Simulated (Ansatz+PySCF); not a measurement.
Two shapes of singlet C4H8.

Shape 1:

```xyz
12

C     1.0752    0.0000    0.1274
C     0.0000    1.0752   -0.1274
C    -1.0752    0.0000    0.1274
C     0.0000   -1.0752   -0.1274
H     1.4044    0.0000    1.1786
H     1.9711    0.0000   -0.5125
H     0.0000    1.4044   -1.1786
H     0.0000    1.9711    0.5125
H    -1.9711    0.0000   -0.5125
H    -1.4044    0.0000    1.1786
H     0.0000   -1.9711    0.5125
H     0.0000   -1.4044   -1.1786
```

Shape 2:

```xyz
12

C     1.1612    0.0000    0.1376
C     0.0000    1.1612   -0.1376
C    -1.1612    0.0000    0.1376
C     0.0000   -1.1612   -0.1376
H     1.5167    0.0000    1.2729
H     2.1288    0.0000   -0.5535
H     0.0000    1.5167   -1.2729
H     0.0000    2.1288    0.5535
H    -2.1288    0.0000   -0.5535
H    -1.5167    0.0000    1.2729
H     0.0000   -2.1288    0.5535
H     0.0000   -1.5167   -1.2729
```

Basis set: def2-SVP (spherical functions). Left uncorrelated: 4 orbitals. Charge 0, multiplicity 1.

Computed with Ansatz (development build ahead of 0.2.0); each method stands on the lowest determinant of its kind that the runs found.

(1) Which shape is lower in energy, and by how much in each method?

Results:

(1)

```tsv
method	E(2) − E(1) (eV)
RHF	1.948
UHF	1.949
RHF-MP2	1.647
UHF-MP2	1.647
```

Shape 1 is lower.
